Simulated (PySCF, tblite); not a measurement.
**pentane (C5H12): a rotation path, then NMR shifts on frames**

How do NMR shifts of pentane (C5H12) (`CCCCC`) change as the atoms move?

Programs: tblite 0.8.0 and PySCF 2.14.0, with density-fitted response routines of our own. Each step states its level of theory. These are calculated values for one molecule in the gas phase, unless marked as measured. Atoms are numbered from 0 throughout.

## Step 1: Starting geometry

17 atoms, charge 0, multiplicity 1; geometry from: GFN2-xTB.

Bonds of the start (Å): C0–C1 1.52, C1–C2 1.53, C2–C3 1.53, C3–C4 1.52, C0–H5 1.09, C0–H6 1.09, C0–H7 1.09, C1–H8 1.09, C1–H9 1.09, C2–H10 1.09, C2–H11 1.09, C3–H12 1.09, C3–H13 1.09, C4–H14 1.09, C4–H15 1.09, C4–H16 1.09.

## Step 2: A band between two rotamers with GFN2-xTB

Job settings and geometry (Å):

```
{"job": {"kind": "neb", "xc": "GFN2-xTB", "basis": "xTB", "atoms": [0, 1, 2, 3], "turn": 120}, "charge": 0, "multiplicity": 1}
C     -2.528071    -0.285982     0.303182
C     -1.230696     0.432113     0.652337
C     -0.015666    -0.247713     0.026171
C      1.284550     0.472020     0.375436
C      2.497850    -0.204211    -0.250559
H     -3.378615     0.214808     0.759490
H     -2.677366    -0.302571    -0.774222
H     -2.502776    -1.313171     0.660239
H     -1.282440     1.466502     0.304236
H     -1.109624     0.455208     1.737993
H      0.038926    -1.282123     0.374747
H     -0.134962    -0.270565    -1.059906
H      1.226114     1.506863     0.029323
H      1.401474     0.493533     1.461597
H      2.411303    -0.215550    -1.334913
H      3.410224     0.324661     0.015049
H      2.582777    -1.231792     0.096448
```

Level: GFN2-xTB climbing-image nudged elastic band, gas phase.

Command:

```bash
OMP_NUM_THREADS=1 python probes_run.py task.json out
```

The driver reads the jobs from task.json and runs them one after another.

Output:

```text
image   E - E0 / eV
  0      -0.0000
  1       0.0150
  2       0.0510
  3       0.0894
  4       0.1093
  5       0.0994
  6       0.0670
  7       0.0363
  8       0.0250
```

Wall time 1.7 s (1 thread of Intel Xeon Platinum 8559C, shared host); peak memory 0.18 GiB.

The final band, with the dihedral C0–C1–C2–C3:

| image | dihedral (°) | energy (eV) | energy (kcal/mol) |
| --- | --- | --- | --- |
| 0 | 180 | 0.000 | 0.0 |
| 1 | 194 | 0.015 | 0.3 |
| 2 | 208 | 0.051 | 1.2 |
| 3 | 223 | 0.089 | 2.1 |
| 4 | 237 | 0.109 | 2.5 |
| 5 | 252 | 0.099 | 2.3 |
| 6 | 266 | 0.067 | 1.5 |
| 7 | 280 | 0.036 | 0.8 |
| 8 | 294 | 0.025 | 0.6 |

## Step 3: Nuclear shieldings: image 0, PBE0/pcSseg-1

Job settings and geometry (Å):

```
{"job": {"kind": "nmr", "xc": "PBE0", "basis": "pcSseg-1", "pop": false}, "charge": 0, "multiplicity": 1}
C     -2.528100    -0.286000     0.303200
C     -1.230700     0.432100     0.652300
C     -0.015700    -0.247700     0.026200
C      1.284600     0.472000     0.375400
C      2.497800    -0.204200    -0.250600
H     -3.378600     0.214800     0.759500
H     -2.677400    -0.302600    -0.774200
H     -2.502800    -1.313200     0.660200
H     -1.282400     1.466500     0.304200
H     -1.109600     0.455200     1.738000
H      0.038900    -1.282100     0.374700
H     -0.135000    -0.270600    -1.059900
H      1.226100     1.506900     0.029300
H      1.401500     0.493500     1.461600
H      2.411300    -0.215600    -1.334900
H      3.410200     0.324700     0.015000
H      2.582800    -1.231800     0.096400
```

With the program's defaults for keys left out, this is: GIAO PBE0/pcSseg-1 NMR shielding, non-relativistic, gas phase.

Output:

```text
coarse grid: 12872 points
cycle   1  E = -197.4067106638  dE =  2.064e-01  |g| = 4.174e-01  |ddm| = 3.312e+00
cycle   2  E = -197.3980402598  dE =  8.670e-03  |g| = 4.667e-01  |ddm| = 7.724e-01
cycle   3  E = -197.4559237441  dE = -5.788e-02  |g| = 1.912e-02  |ddm| = 4.072e-01
cycle   4  E = -197.4559764658  dE = -5.272e-05  |g| = 1.158e-02  |ddm| = 2.689e-02
cycle   5  E = -197.4560069834  dE = -3.052e-05  |g| = 3.135e-03  |ddm| = 1.132e-02
cycle   6  E = -197.4560092910  dE = -2.308e-06  |g| = 2.683e-04  |ddm| = 2.443e-03
final grid: 120504 points
cycle   7  E = -197.4882330927  dE = -3.933e-05  |g| = 8.824e-03  |ddm| = 2.581e-02
cycle   8  E = -197.4882277304  dE =  5.362e-06  |g| = 9.980e-03  |ddm| = 1.575e-02
cycle   9  E = -197.4882537078  dE = -2.598e-05  |g| = 2.700e-04  |ddm| = 8.223e-03
cycle  10  E = -197.4882537197  dE = -1.184e-08  |g| = 1.609e-04  |ddm| = 3.924e-04
cycle  11  E = -197.4882537259  dE = -6.195e-09  |g| = 2.377e-05  |ddm| = 1.323e-04
cycle  12  E = -197.4882537260  dE = -1.291e-10  |g| = 2.735e-06  |ddm| = 2.444e-05
converged SCF energy = -197.4882537260

GIAO shielding tensors (ppm)
atom      isotropic    diamagn.    paramagn.     s11        s22        s33       span
  0 C      169.575     245.746     -76.171    158.074    163.101    187.551     29.477
  1 C      157.922     247.680     -89.758    145.762    155.953    172.051     26.289
  2 C      146.714     250.526    -103.811    125.840    142.031    172.273     46.433
  3 C      157.883     247.724     -89.841    145.673    155.965    172.011     26.339
  4 C      169.563     245.823     -76.260    158.096    163.091    187.502     29.406
  5 H       30.471      27.751       2.721     25.842     27.732     37.840     11.999
  6 H       30.773      29.774       0.999     26.710     29.032     36.578      9.869
  7 H       30.774      29.591       1.183     26.708     29.036     36.578      9.870
  8 H       30.399      32.121      -1.722     25.616     30.445     35.137      9.521
  9 H       30.396      31.935      -1.539     25.614     30.443     35.132      9.518
 10 H       30.571      34.013      -3.443     26.406     31.342     33.965      7.559
 11 H       30.572      34.158      -3.587     26.403     31.352     33.960      7.557
 12 H       30.394      32.153      -1.759     25.607     30.451     35.125      9.518
 13 H       30.394      31.973      -1.579     25.607     30.448     35.126      9.519
 14 H       30.770      29.830       0.940     26.709     29.022     36.578      9.869
 15 H       30.465      27.829       2.636     25.834     27.732     37.830     11.995
 16 H       30.770      29.644       1.126     26.704     29.034     36.572      9.869
```

Run time: 12 s. Hardware: 1 thread of Intel Xeon Platinum 8559C, shared host; peak memory 0.71 GiB.

The references, computed at this level on geometries of the same kind, shield at (ppm): ¹H TMS 31.72, ¹³C TMS 186.9. Their shielding less the atom's gives the shift. The references are single molecules in the gas phase. Each atom is listed at this fixed geometry, with no averaging over motion; a spectrum would average atoms that exchange fast.

| atoms | environment | σ (ppm) | δ (ppm) |
| --- | --- | --- | --- |
| C2 | sp3 CH2 | 146.7 | 40.2 |
| C3 | sp3 CH2 | 157.9 | 29.0 |
| C1 | sp3 CH2 | 157.9 | 29.0 |
| C4 | methyl carbon | 169.6 | 17.4 |
| C0 | methyl carbon | 169.6 | 17.3 |
| H13 | hydrogen on an sp3 CH2 | 30.39 | 1.32 |
| H12 | hydrogen on an sp3 CH2 | 30.39 | 1.32 |
| H9 | hydrogen on an sp3 CH2 | 30.40 | 1.32 |
| H8 | hydrogen on an sp3 CH2 | 30.40 | 1.32 |
| H15 | hydrogen on a methyl carbon | 30.47 | 1.25 |
| H5 | hydrogen on a methyl carbon | 30.47 | 1.25 |
| H10 | hydrogen on an sp3 CH2 | 30.57 | 1.15 |
| H11 | hydrogen on an sp3 CH2 | 30.57 | 1.15 |
| H14 | hydrogen on a methyl carbon | 30.77 | 0.95 |
| H16 | hydrogen on a methyl carbon | 30.77 | 0.95 |
| H6 | hydrogen on a methyl carbon | 30.77 | 0.94 |
| H7 | hydrogen on a methyl carbon | 30.77 | 0.94 |

## Step 4: NMR shieldings: image 2, PBE0/pcSseg-1

Job settings and geometry (Å):

```
{"job": {"kind": "nmr", "xc": "PBE0", "basis": "pcSseg-1", "pop": false}, "charge": 0, "multiplicity": 1}
C     -2.478900    -0.374100     0.461300
C     -1.262300     0.542700     0.479100
C     -0.035600    -0.115500    -0.160300
C      1.270200     0.415700     0.426100
C      2.494000    -0.250300    -0.190800
H     -3.340000     0.121800     0.904500
H     -2.731400    -0.664400    -0.556100
H     -2.270800    -1.275800     1.034700
H     -1.490800     1.474800    -0.042200
H     -1.033400     0.798700     1.516100
H     -0.080600    -1.196000    -0.003700
H     -0.045000     0.057500    -1.238400
H      1.321800     1.496500     0.272400
H      1.274700     0.233300     1.503400
H      2.542900    -0.054500    -1.259400
H      3.402900     0.129400     0.270700
H      2.455400    -1.328100    -0.040700
```

Level: GIAO PBE0/pcSseg-1 NMR shielding, non-relativistic, gas phase.

Output:

```text
coarse grid: 12872 points
cycle   1  E = -197.4067585156  dE =  2.054e-01  |g| = 4.159e-01  |ddm| = 3.307e+00
cycle   2  E = -197.3980509727  dE =  8.708e-03  |g| = 4.655e-01  |ddm| = 7.691e-01
cycle   3  E = -197.4556408441  dE = -5.759e-02  |g| = 1.928e-02  |ddm| = 4.056e-01
cycle   4  E = -197.4556954753  dE = -5.463e-05  |g| = 1.140e-02  |ddm| = 2.650e-02
cycle   5  E = -197.4557248826  dE = -2.941e-05  |g| = 3.183e-03  |ddm| = 1.125e-02
cycle   6  E = -197.4557272661  dE = -2.384e-06  |g| = 2.947e-04  |ddm| = 2.508e-03
final grid: 120504 points
cycle   7  E = -197.4859311019  dE = -3.969e-05  |g| = 8.483e-03  |ddm| = 2.609e-02
cycle   8  E = -197.4859259707  dE =  5.131e-06  |g| = 9.595e-03  |ddm| = 1.466e-02
cycle   9  E = -197.4859499955  dE = -2.402e-05  |g| = 2.692e-04  |ddm| = 7.977e-03
cycle  10  E = -197.4859500079  dE = -1.244e-08  |g| = 1.501e-04  |ddm| = 3.609e-04
cycle  11  E = -197.4859500133  dE = -5.388e-09  |g| = 2.389e-05  |ddm| = 1.270e-04
cycle  12  E = -197.4859500134  dE = -1.325e-10  |g| = 2.670e-06  |ddm| = 2.325e-05
converged SCF energy = -197.4859500134

GIAO shielding tensors (ppm)
atom      isotropic    diamagn.    paramagn.     s11        s22        s33       span
  0 C      168.804     246.212     -77.408    153.051    166.910    186.450     33.399
  1 C      159.256     247.473     -88.216    143.329    158.877    175.563     32.234
  2 C      148.231     249.984    -101.753    124.521    145.313    174.859     50.338
  3 C      157.028     248.128     -91.100    140.263    158.505    172.315     32.051
  4 C      169.434     245.817     -76.382    158.011    162.718    187.574     29.564
  5 H       30.542      27.854       2.688     25.845     27.718     38.063     12.219
  6 H       30.725      29.660       1.064     26.693     28.901     36.580      9.887
  7 H       30.819      30.012       0.807     26.776     29.315     36.367      9.592
  8 H       30.110      31.624      -1.514     25.674     29.291     35.366      9.692
  9 H       30.678      32.257      -1.579     25.536     31.465     35.034      9.498
 10 H       30.900      34.335      -3.434     26.246     32.275     34.180      7.933
 11 H       30.223      33.653      -3.430     26.282     30.380     34.008      7.726
 12 H       30.318      32.007      -1.689     25.551     30.414     34.988      9.437
 13 H       30.504      32.327      -1.823     25.794     30.608     35.111      9.317
 14 H       30.801      29.654       1.147     26.738     28.902     36.764     10.026
 15 H       30.471      27.860       2.612     25.851     27.746     37.817     11.966
 16 H       30.782      29.771       1.011     26.712     29.189     36.444      9.731
```

Wall time 12 s (1 thread of Intel Xeon Platinum 8559C, shared host); peak memory 0.72 GiB.

In short: δ C2 38.7, C3 29.9, C1 27.7, C0 18.1, H8 1.61, H11 1.49 ppm.

(Part 1 of 2 ends here.)
